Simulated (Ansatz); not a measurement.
PNH7 (charge +1), singlet: a pair in one relaxed arrangement.

The input file, in.yaml:

```yaml
crystal:
  periodic: [false, false, false]
  atoms:
    - {symbol: N, position_ang: [0.058416, -0.245642, -1.673843]}
    - {symbol: H, position_ang: [0.022225, -0.089944, -0.615022]}
    - {symbol: H, position_ang: [-0.863479, -0.523174, -2.012814]}
    - {symbol: H, position_ang: [0.731747, -0.981346, -1.891054]}
    - {symbol: H, position_ang: [0.341826, 0.617304, -2.139477]}
    - {symbol: P, position_ang: [-0.054305, 0.230534, 1.569741]}
    - {symbol: H, position_ang: [1.122120, 0.081244, 2.333582]}
    - {symbol: H, position_ang: [-0.902851, -0.575293, 2.357357]}
    - {symbol: H, position_ang: [-0.455599, 1.486318, 2.071430]}
basis:
  gaussian: {orbitals: "def2-TZVPPD.json"}
total_charge: 1
hamiltonian: {xc: {name: BLYP}, dispersion: d4}
```

The basis file named in the input lies beside it (Basis Set Exchange, JSON).

Command:

```bash
ansatz run in.yaml --threads 2 --pin off --events-out ev --progress --plain --max-ram 5222MiB
```

The run's output (Ansatz 0.2.0):

```
Functional definition: BLYP
  name "BLYP"
  cite "Becke, Phys. Rev. A 38, 3098 (1988) doi:10.1103/PhysRevA.38.3098"
  cite "Lee, Yang & Parr, Phys. Rev. B 37, 785 (1988) doi:10.1103/PhysRevB.37.785"
  parameter beta = 0.0042
  parameter a = 0.04918
  parameter b = 0.132
  parameter c = 0.2533
  parameter d = 0.349
  exchange = b88_x(beta = beta)
  correlation = lyp_c(a = a, b = b, c = c, d = d)
908 factors; their error is unknown
mean field evaluation 1: about -10872.2104 eV, gradient 8.9e1 eV
mean field evaluation 2: about -10855.2979 eV, gradient 1.2e2 eV
mean field evaluation 4: about -10886.2156 eV, gradient 6.9e0 eV
mean field evaluation 8: about -10886.3065 eV, gradient 5.0e-1 eV
mean field evaluation 16: about -10886.3068 eV, gradient 4.1e-5 eV
mean field -10886.30678165 eV, -400.0643952220 hartree, gradient 7.9e-5 eV, S^2 0.000000; 0 other end points of the search recorded, 0 dependent functions left out
reference -10886.30711760 eV, -400.0644075677 hartree; 14, 14 occupied and 190, 190 virtual orbitals, 908 factors
Total energy: -10886.45903153 eV, -400.0699903017 hartree
```

Hardware: 2 CPU threads of an Arm Neoverse V2, shared host. Wall time about 1.6 s.
